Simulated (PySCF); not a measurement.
**Electron affinity of O by level of theory**

O⁻ [He] 2s2 2p5 (2P) → O [He] 2s2 2p4 (3P), as a difference of total energies. Calculation: PySCF 2.14, in aug-cc-pCVTZ-DK with one added diffuse shell each of s, p, d, f type (8s7p5d3f, 75 functions); the spin-free X2C one-electron Hamiltonian (Gaussian nucleus). Correlated levels: valence: 1s2 frozen; valence and next inner shell: nothing frozen. The calculations carry no spin-orbit coupling.

Question: Order these methods by the electron affinity they give, lowest first.
A. TPSSh
B. PBE
C. UHF
D. wB97X-V

Answer: C (-0.569 eV), A (1.400 eV), D (1.504 eV), B (1.828 eV).

Errors of the correlated levels include the incompleteness of this basis and the frozen core.

A negative affinity means that the anion lies above the atom at that level of theory.

In the anion the highest occupied orbital energy is positive at LDA, PBE, PBE0, r2SCAN, TPSSh, B97-3, a self-interaction effect; the basis confines that electron, and the energy difference can still be sensible.

For comparison: 1.461 eV (measured; photodetachment measurements, as compiled on the Wikipedia data page of electron affinities).
